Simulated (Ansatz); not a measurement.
A made-up structure of H$_{3}$SO (charge +1), singlet:

```
5
angstrom
O 0.1228 -0.8395 0.5584
S -0.0850 0.3827 -0.2337
H 0.1415 -1.5522 1.0929
H -0.6368 0.4154 -1.4744
H 0.4575 1.5936 0.0569
```

It is relaxed with PBE-D4/def2-SVP and then PBE0-D4/def2-TZVP (Ansatz 0.2.0). Atoms count as bonded within 1.22 times the sum of their covalent radii (H–H: 0.88 Å). The end point is not checked to be a true minimum.

Question: Does its bonding change? (A judgement: the text doesn't fix the answer.)

Answer: The calculation gives: No: no bond forms or breaks.

Where it ends: The first stage lowers the energy by 3.14 eV in 12 steps. It ends as H₃SO ([OH][SH2]), total charge +1:
```xyz
5
angstrom
O 0.4263 -0.8291 0.3337
S -0.4596 0.4381 -0.0089
H 0.0081 -1.3562 1.0375
H -0.4756 0.3474 -1.3650
H 0.5009 1.3998 0.0027
```

Labels in which every atom is bracketed show which atoms are joined, not bond orders.

For scale, one of the runs: PBE0-D4/def2-TZVP relaxation, 86 basis functions, launched by `ansatz run in.yaml --threads 2 --pin off --events-out ev --progress --plain --max-ram 4352MiB`. Hardware: 2 CPU threads of an AMD EPYC, shared host. Wall time about 13 s.
